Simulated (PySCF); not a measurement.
Simulated outer-valence photoelectron spectrum of `BN[SiH3]`. The calculation used EOM-IP-CCSD/aug-cc-pVDZ in PySCF, restricted Hartree–Fock reference, 7 core orbitals frozen, non-relativistic, gas phase, PBE0-D3(BJ)/def2-SVP geometry.

Each root has a Gaussian of 0.8 eV full width with its one-hole share as area; cross sections and vibrations are left out, and the highest printed point is 100.

ionisation energy (eV), intensity and a bar:
```
      9.6          0 
      9.8          2 #
     10.0          7 ##
     10.2         20 ######
     10.4         39 ############
     10.6         55 ################
     10.8         56 #################
     11.0         46 ##############
     11.2         42 #############
     11.4         50 ###############
     11.6         59 ##################
     11.8         55 ################
     12.0         45 ##############
     12.2         46 ##############
     12.4         60 ##################
     12.6         79 ########################
     12.8         92 ############################
     13.0         99 ##############################
     13.2        100 ##############################
     13.4         92 ############################
     13.6         73 ######################
     13.8         46 ##############
     14.0         23 #######
     14.2          9 ###
     14.4          6 ##
     14.6         13 ####
     14.8         29 #########
     15.0         47 ##############
     15.2         55 #################
     15.4         45 ##############
     15.6         26 ########
     15.8         11 ###
     16.0          3 #
     16.2          1 
     16.4          0 
     16.6          0 
     16.8          1 
     17.0          5 #
     17.2         15 ####
     17.4         33 ##########
     17.6         51 ###############
     17.8         60 ##################
     18.0         58 #################
     18.2         57 #################
     18.4         58 #################
     18.6         52 ################
     18.8         36 ###########
     19.0         18 #####
     19.2          6 ##
     19.4          2 
     19.6          0
```

**Question.** Where are the maxima, and how many lines lie under the curve?

**Answer.** 6 maxima, at 10.7, 11.6, 13.1, 15.2, 17.8 and 18.4 eV, from 8 lines. At this width some lines have no maximum of their own.

**Question.** List the lines with their holes.

**Answer.** 
```json
{"E (eV)": "10.69", "leading hole (HF orbital)": "HOMO", "area": "0.95", "Koopmans (eV)": "11.52"}
{"E (eV)": "11.64", "leading hole (HF orbital)": "HOMO-1", "area": "0.95", "Koopmans (eV)": "12.35"}
{"E (eV)": "12.59", "leading hole (HF orbital)": "HOMO-2", "area": "0.95", "Koopmans (eV)": "13.19"}
{"E (eV)": "13.08", "leading hole (HF orbital)": "HOMO-3", "area": "0.94", "Koopmans (eV)": "13.88"}
{"E (eV)": "13.52", "leading hole (HF orbital)": "HOMO-4", "area": "0.95", "Koopmans (eV)": "14.64"}
{"E (eV)": "15.19", "leading hole (HF orbital)": "HOMO-5", "area": "0.93", "Koopmans (eV)": "16.36"}
{"E (eV)": "17.75", "leading hole (HF orbital)": "HOMO-6", "area": "0.92", "Koopmans (eV)": "19.35"}
{"E (eV)": "18.51", "leading hole (HF orbital)": "HOMO-7", "area": "0.87", "Koopmans (eV)": "20.24"}
```

The widest gap, 2.56 eV, lies between 15.19 and 17.75 eV. Only orbitals with −ε under 21 eV, eight at most, were ionised, so the high end of the curve may lack lines.
